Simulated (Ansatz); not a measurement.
C4H5Cl can be A, `CC=C=CCl`, or B, `ClC1=CCC1`.

Computed with Ansatz on PBE0-D4/def2-TZVP structures; ΔE is electronic, products minus reactants. CBS: MP2 limit from def2 TZ/QZ plus the TZ coupled-cluster correction, frozen cores. Functionals use def2-TZVPP. B3LYP here is the variant with VWN-RPA as its local correlation; programs differ in this.

Question: Which isomer does CCSD(T)/CBS put lower? Give the gap. (Estimate.)

Answer: Computed: B, by 30.1 kJ/mol.

Question: Give E(B) − E(A) in kJ/mol with PBE0-D4, CCSD/def2-TZVPP, B3LYP, r2SCAN-D4, B3LYP-D4, B2PLYP, HF/def2-TZVPP. (An estimate is asked.)

Answer: Ansatz gave: PBE0-D4 -36.7, CCSD/def2-TZVPP -29.1, B3LYP -5.5, r2SCAN-D4 -22.1, B3LYP-D4 -10.0, B2PLYP -17.5, HF/def2-TZVPP -13.9. None reverses the order clearly.

Largest T1 diagnostic: 0.011.

The D4 term adds −4.4 kJ/mol with B3LYP and −2.1 kJ/mol with PBE0; it sums over pairs of atoms, weighted by their polarisabilities, and B3LYP, whose exchange is more repulsive, gets the larger term. From PBE to PBE0 (25 % exact exchange), in def2-TZVPP and without D4, E(B) − E(A) moves by −11.5 kJ/mol.
